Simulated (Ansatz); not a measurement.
Ansatz results at the PBE0-D4/def2-TZVP geometry: LUMO energy (PBE0/def2-TZVPP) 0.51 eV; size of the dipole moment (ωB97M-V/def2-TZVPP) 0.55 D; LUMO energy (PBE/def2-TZVPP) -0.51 eV.

Each molecule was computed in one conformer, which needn't be the lowest.

Task: Which molecule gave them?
A. `CC#CC#CC1CC1`
B. `CC/C=C/CC`
C. `C/C=C(/C)CC`
D. `C=C(CC)CC`

Result: D. The others give `C/C=C(/C)CC`: 0.76, 0.22, -0.24; `CC/C=C/CC`: 0.58, 0.02, -0.44; `CC#CC#CC1CC1`: -0.19, 0.31, -1.08.
